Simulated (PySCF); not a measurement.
NMR data sheet: C4H6O

| Item | Value |
| --- | --- |
| Formula | C4H6O |
| SMILES | C#COCC |
| InChI | InChI=1S/C4H6O/c1-3-5-4-2/h1H,4H2,2H3 |
| Point group of the computed structure | C1 |
| Degrees of unsaturation | 2 |
| Carbon signals | 4 |
| Proton signals | 3 |

Structure with atom numbers: `[CH:1]#[C:2][O:3][CH2:4][CH3:5]` (H(Xn): hydrogen on atom n).

Computed data (PySCF 2.14): shieldings: GIAO PBE0/pcSseg-1, B3LYP/pcJ-1 coupling constants (without the spin–dipole term), structure optimised with GFN2-xTB. Relativity neglected, one conformer, in vacuum, averaged over atoms made equivalent by symmetry, fast rotation or ring inversion.

Shifts are taken against calculated references (same method and geometry level): TMS for ¹H (31.72 ppm) and ¹³C (186.93 ppm); H2O for ¹⁷O (336.08 ppm).

```tsv
carbon	δC, type	δH (multiplicity, J in Hz)	HMBC from (abs. J ≥ 3 Hz)	span of the C tensor (ppm)
C1	32.4, CH	0.86 (s)	–	182
C2	94.1, C	–	H(C4), H(C1)	300
C4	72.8, CH2	4.00 (q, 7.3)	H(C5)	89
C5	15.8, CH3	1.44 (t, 7.3)	–	32
```

Other nuclei:
| atoms | nucleus | environment | δ (ppm) | σ (ppm) |
| --- | --- | --- | --- | --- |
| O3 | ¹⁷O | ether oxygen | 58.4 | 277.7 |

Selected couplings (Hz, signed; the shortest-range and largest first, 30 at most; isotopes ¹³C, ¹H): ¹J(C1,H(C1)) 282.1, ¹J(C1,C2) 252.5, ¹J(C4,H(C4)) 152.6, ¹J(C5,H(C5)) 134.2, ¹J(C4,C5) 36.4, ²J(C2,C4) -4.6, ³J(H(C4),H(C5)) 7.3, ³J(C1,C4) 2.6.

- Carbon types of the structure: 1 × C, 1 × CH, 1 × CH2, 1 × CH3, which accounts for all hydrogens.
- δC 94.1: alkyne carbon; sp carbons lie upfield of alkene carbons because the cylindrical π system leaves one tensor component strongly shielded.
- δC 72.8: sp3 CH2 bonded to O; deshielded by the electronegative neighbour.
- δC 32.4: terminal alkyne carbon; sp carbons lie upfield of alkene carbons because the cylindrical π system leaves one tensor component strongly shielded.
- δC 15.8: methyl carbon; aliphatic region, no heteroatom directly attached.
- δH 0.86: hydrogen on a terminal alkyne carbon; it lies on the axis of the triple bond, in its shielding cone.
- The protons at 4.00 and 1.44 share a coupling of 7.3 Hz (vicinal).

Multiplet labels drop couplings under 1 Hz and merge nearly equal ones. Unscaled 3J(H,H) at this level run about 10 % above measured values. Shifts are as computed. Against solution values, carbons near 30 ppm lie about +3 ppm off and those near 130 ppm about +5 ppm. Of 1211 compounds with measured shifts, 218 miss one by over three times the rms of a fit or turn the order of signals round; such compounds aren't used in these exercises. Experimental scales use liquid or dissolved standards, which lie at an offset from isolated H2O (liquid H2O: subtract about 36 ppm).
